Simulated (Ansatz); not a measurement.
```xyz
2

C     0.0000    0.0000    0.0000
O     0.0000    0.0000    3.0000
```

Basis set: pcseg-2 (spherical functions). Charge 0, multiplicity 3.

Computed with Ansatz (development build ahead of 0.2.0); each method stands on the lowest determinant of its kind that the runs found.

**Question.** Give the vertical ionization energy (product with multiplicity 2 at the same shape, open shells in the same class of orbitals) of triplet CO by PBE (restricted open-shell), PBE0 (restricted open-shell).

**Answer.**

```json
{"method": "PBE (restricted open-shell)", "ionization energy": "11.59 eV"}
{"method": "PBE0 (restricted open-shell)", "ionization energy": "12.04 eV"}
```

Caution: charge can spread falsely over distant fragments; stretched shape with no unrestricted run beside it, a lower state can exist.
